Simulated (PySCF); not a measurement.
# PH₄+: electronic excitations and core binding energies

Wanted: the electronic excitations and core binding energies of PH₄+ (`[PH4+]`), by calculation.

Programs: PySCF 2.14.0, with density-fitted response routines of our own. Each step states its level of theory. These are calculated values for one molecule in the gas phase, unless marked as measured. Atoms are numbered from 0 throughout.

## Step 1: The molecule as given

5 atoms, charge 1, multiplicity 1; geometry from: GFN2-xTB.

Bonds of the start (Å): P0–H1 1.37, P0–H2 1.37, P0–H3 1.37, P0–H4 1.37.

## Step 2: Excited states and response: B3LYP/def2-SVPD

The job: settings as JSON, then the geometry in Å.

```
{"job": {"kind": "uv", "xc": "B3LYP", "basis": "def2-SVPD", "nstates": 8, "ntriplets": 3}, "charge": 1, "multiplicity": 1}
P      0.001899     0.000764    -0.003675
H     -0.735946    -0.862330    -0.778816
H      0.335487    -0.616969     1.178341
H     -0.741472     1.126568     0.261376
H      1.148654     0.354820    -0.674412
```

With the program's defaults for keys left out, this is: TDDFT B3LYP/def2-SVPD, vertical, gas phase, core orbitals frozen in the response.

The run is started by

```console
$ OMP_NUM_THREADS=1 python probes_run.py task.json out
```

The driver reads the jobs from task.json and runs them one after another.

Output:

```text
coarse grid: 4104 points
cycle   1  E = -343.3150874903  dE =  2.042e-01  |g| = 1.704e-01  |ddm| = 1.903e+00
cycle   2  E = -343.3222703572  dE = -7.183e-03  |g| = 1.126e-01  |ddm| = 5.518e-01
cycle   3  E = -343.3260696734  dE = -3.799e-03  |g| = 7.391e-03  |ddm| = 3.113e-01
cycle   4  E = -343.3260829481  dE = -1.327e-05  |g| = 3.921e-04  |ddm| = 1.570e-02
cycle   5  E = -343.3260830180  dE = -6.993e-08  |g| = 1.632e-05  |ddm| = 1.652e-03
final grid: 33416 points
cycle   6  E = -343.3625752259  dE = -1.456e-06  |g| = 3.953e-04  |ddm| = 1.053e-02
cycle   7  E = -343.3625752553  dE = -2.933e-08  |g| = 2.894e-04  |ddm| = 1.792e-03
cycle   8  E = -343.3625752804  dE = -2.518e-08  |g| = 5.809e-06  |ddm| = 7.147e-04
cycle   9  E = -343.3625752804  dE = -8.754e-12  |g| = 1.136e-06  |ddm| = 1.466e-05
converged SCF energy = -343.3625752804

Static polarisability (au): isotropic 19.923, principal 19.919 19.922 19.929

Singlet excitations
state   eV       nm        f      main configurations
  1  11.4133    108.6   0.00000   H-1->L 0.50, H->L+1 0.50
  2  11.4179    108.6   0.00000   H->L+2 0.49, H-2->L 0.49
  3  11.4193    108.6   0.00000   H-1->L+2 0.49, H-2->L+1 0.49
  4  11.6769    106.2   0.00000   H->L 0.50, H-1->L+1 0.39
  5  11.6831    106.1   0.00000   H-2->L+2 0.47, H-1->L+1 0.19
  6  12.2697    101.0   0.00695   H->L+3 0.45, H-1->L+3 0.17, H->L+1 0.10
  7  12.2718    101.0   0.00728   H-1->L+3 0.52, H->L+3 0.20
  8  12.2756    101.0   0.00712   H-2->L+3 0.62

Triplet excitations (Tamm-Dancoff, eV): 10.1840 10.3655 10.3688
```

It took 1 s on 1 thread, shared host.

Frontier orbitals and where they lie:

| orbital | eV | atoms |
| --- | --- | --- |
| HOMO−3 | -26.44 | P0 46 %, H2 14 %, H1 14 % |
| HOMO−2 | -19.12 | P0 49 %, H4 24 %, H3 12 % |
| HOMO−1 | -19.11 | P0 49 %, H3 19 %, H2 17 % |
| HOMO | -19.11 | P0 49 %, H1 19 %, H2 17 % |
| LUMO | -6.11 | P0 57 %, H1 12 %, H2 11 % |
| LUMO+1 | -6.11 | P0 57 %, H2 12 %, H3 12 % |
| LUMO+2 | -6.11 | P0 57 %, H4 13 %, H3 11 % |

With each of the 8 states as a Gaussian band of 0.4 eV half-width at 1/e, the curve within the window shown has maxima at 101 nm (ε 860) L/(mol cm). Beyond the last state computed it falls off for lack of states. The curve at chosen wavelengths:

| nm | ε (L/mol/cm) |
| --- | --- |
| 100 | 783 |
| 101 | 864 |
| 102 | 793 |
| 103 | 612 |
| 104 | 401 |
| 105 | 225 |
| 106 | 109 |
| 107 | 46 |
| 108 | 17 |
| 109 | 6 |
| 110 | 2 |
| 111 | 0 |
| 112 | 0 |
| 113 | 0 |
| 114 | 0 |

Ground-state properties from the same run:

| property | computed |
| --- | --- |
| polarisability (Å³) | 2.95 |
| HOMO–LUMO gap (eV) | 13.00 |
| −ε(HOMO) (eV) | 19.11 |

## Step 3: Core holes by ΔSCF: SCAN, X2C

The job: settings as JSON, then the geometry in Å.

```
{"job": {"kind": "xps"}, "charge": 1, "multiplicity": 1}
P      0.001899     0.000764    -0.003675
H     -0.735946    -0.862330    -0.778816
H      0.335487    -0.616969     1.178341
H     -0.741472     1.126568     0.261376
H      1.148654     0.354820    -0.674412
```

With the program's defaults for keys left out, this is: delta-SCF UKS SCAN, pcX-2 on the ionised atom, pcseg-1 elsewhere, spin-free X2C.

Output:

```text
ground state, core basis on atom 0 (P), 80 functions
  cycle   1  E = -344.30656646  |g| = 1.55e-01
  cycle   2  E = -344.31025678  |g| = 1.16e-01
  cycle   3  E = -344.31291756  |g| = 1.76e-02
  cycle   4  E = -344.31295345  |g| = 2.07e-03
  cycle   5  E = -344.31295650  |g| = 4.26e-04
  E(ground) = -344.30271322 Eh
hole in P 1s of atom 0
  cycle   1  E = -263.83203204  |g| = 4.71e+00
  cycle   2  E = -264.40009404  |g| = 1.95e+00
  cycle   3  E = -264.85800259  |g| = 4.65e-01
  cycle   4  E = -264.92987889  |g| = 1.19e-01
  cycle   5  E = -264.93633197  |g| = 1.19e-02
  cycle   6  E = -264.93638382  |g| = 8.17e-04
  cycle   7  E = -264.93638410  |g| = 3.94e-04
  E(ion) = -264.92732503 Eh   <S^2> = 0.7519   hole on atom = 1.000   binding energy = 2159.914 eV
hole in P 2p of atom 0
  cycle   1  E = -338.56476121  |g| = 1.37e+00
  cycle   2  E = -338.68398696  |g| = 9.50e-01
  cycle   3  E = -338.90808378  |g| = 9.29e-02
  cycle   4  E = -338.91129985  |g| = 2.62e-02
  cycle   5  E = -338.91162708  |g| = 5.90e-03
  cycle   6  E = -338.91164995  |g| = 1.11e-03
  cycle   7  E = -338.91165235  |g| = 5.13e-04
  cycle   8  E = -338.91165260  |g| = 1.81e-04
  E(ion) = -338.91185469 Eh   <S^2> = 0.7535   hole on atom = 1.002   binding energy = 146.693 eV
  2p3/2 = 146.393 eV   2p1/2 = 147.279 eV
```

It took 1.6 s on 1 thread, shared host.

Binding energies by hole, beside the orbital energy of the ground state; the difference holds orbital relaxation and, for a density functional, its self-interaction error:

```csv
hole,stands for,environment,ΔSCF (eV; 2p as the shell's mean),−ε (eV),⟨S²⟩
P1s on P0,P0,phosphorus bonded to 4 H,2159.91,2101.5,0.752
P2p on P0,P0,phosphorus bonded to 4 H,146.69,134.6,0.753
```

With the spin-orbit splitting: P0 2p3/2 146.39, 2p1/2 147.28 eV. The table gives each 2p level as the mean over the whole 2p shell (two parts 2p3/2, one part 2p1/2), which differs a little from the single hole in the log.

## Step 4: Summary of results

| quantity | value |
| --- | --- |
| lowest singlet (B3LYP/def2-SVPD) | 11.41 eV (109 nm), f = 0.000 |
| brightest single state of those computed | state 7, 12.27 eV, f = 0.007 |
| lowest triplet | 10.18 eV |
| P1s binding energies, SCAN/pcX-2 | P0 2159.91 eV |
| P2p binding energies, SCAN/pcX-2 | P0 146.69 eV |

**Reading.** The lowest singlet, at 11.41 eV, is HOMO−1→LUMO 0.50, HOMO→LUMO+1 0.50 and is dark; of the 8 states computed, the strongest absorption comes from states 6 to 8 together at 12.27 eV (the last computed, so partners may be missing). The lowest triplet lies 1.23 eV below the lowest singlet (triplets in Tamm-Dancoff, singlets in full TDDFT).
